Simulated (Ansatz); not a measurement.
This geometry of ClH + H5NSi (9 atoms, charge 0, multiplicity 1) is a first-order saddle point.

Computed with Ansatz 0.2.0, RKS PBE0/6-31G*.

```xyz
9
Properties=species:S:1:pos:R:3
Si 0.043 -0.031 0.085
N 0.123 -0.197 1.965
H -0.791 -0.244 2.417
H 0.666 0.546 2.407
H 1.370 0.287 -0.465
H -0.746 1.247 0.059
H -0.824 -1.068 -0.497
Cl 1.465 -2.376 0.813
H 0.652 -1.132 2.030
```

Question: Which two structures does it join? (They come from a converged band through this point; their orientation in space is the band's.)

Answer: Bonds broken: Si1–N2, Cl8–H9. Bonds formed: Si1–Cl8, N2–H9. ClH + H5NSi becomes ClH3Si + H3N.

Image 0:

```xyz
9
Properties=species:S:1:pos:R:3
Si -0.162 0.300 0.056
N 0.131 -0.181 1.736
H -0.706 -0.380 2.277
H 0.707 0.462 2.272
H 1.169 0.459 -0.580
H -0.923 1.576 -0.072
H -0.938 -0.797 -0.572
Cl 1.686 -2.785 1.888
H 0.993 -1.624 1.809
```

Image 6:

```xyz
9
Properties=species:S:1:pos:R:3
Si 0.456 -0.116 -0.230
N -0.204 -0.480 2.269
H -1.121 -0.136 2.545
H 0.481 -0.031 2.871
H 0.845 0.086 -1.662
H 0.283 1.249 0.320
H -0.759 -0.965 -0.276
Cl 2.150 -1.106 0.488
H -0.175 -1.472 2.487
```

Question: How far does it lie above each of them?

Answer: 6.2 kcal/mol above the first and 15.5 kcal/mol above the second. This is the barrier of this one path; another mechanism may lie lower. The orbitals stay closed-shell, which can raise the energy where a bond breaks towards radicals; this wasn't checked here.

Run time: 4 min on 1 thread of Arm Neoverse V1, with other jobs on the host, peak memory 0.13 GiB.
